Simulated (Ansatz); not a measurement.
Two structures, one formula

Two isomers of SiNH$_{6}$S (charge +1), closed shell, relaxed at PBE0-D4/def2-TZVP (vibrations not checked).

A:

N1  (0.200, -0.909, 1.056)
Si2  (0.737, 0.302, 0.048)
S3  (-0.953, 1.062, -1.428)
H4  (-1.392, -0.146, -1.841)
H5  (-1.939, 1.206, -0.518)
H6  (0.956, 1.599, 0.706)
H7  (1.667, -0.139, -1.003)
H8  (0.274, -1.891, 0.839)
H9  (-0.196, -0.742, 1.969)
(Å)

B:

```csv
atom,x (Å),y (Å),z (Å)
N1,-0.4215,0.8615,-0.6935
Si2,-0.0720,-0.8221,0.1383
S3,0.5936,-0.4507,2.0773
H4,-0.8164,0.7552,-1.6309
H5,0.4247,1.4265,-0.7838
H6,-1.0854,1.4116,-0.1448
H7,0.9089,-1.3919,-0.8009
H8,-1.4232,-1.4047,0.1171
H9,1.8914,-0.3853,1.7212
```

Computed with Ansatz 0.2.0 (basis: def2-TZVPP); correlated methods freeze the cores. B3LYP uses VWN-RPA correlation.

(1) Which structure is lower at CCSD(T), and by how much? (An estimate is asked for; the value comes from the calculation.)

T1 diagnostic: at most 0.012.

Answers

(1) Computed: B, by 0.879 eV (electronic energy, against the other). By their contacts, A is SiNH₆S ([NH2][SiH2][SH2]), total charge +1 and B is SiNH₆S ([NH3][SiH2][SH]), total charge +1.

All methods give the same order:

```tsv
method	E(B) − E(A) (eV)
PBE-D4	-0.815
r2SCAN-D4	-0.838
PBE0-D4	-0.865
B3LYP-D4	-0.788
wB97M-V	-0.844
HF	-0.863
MP2	-0.893
CCSD	-0.877
CCSD(T)	-0.879
```

Labels in which every atom is bracketed show which atoms are joined, not bond orders.
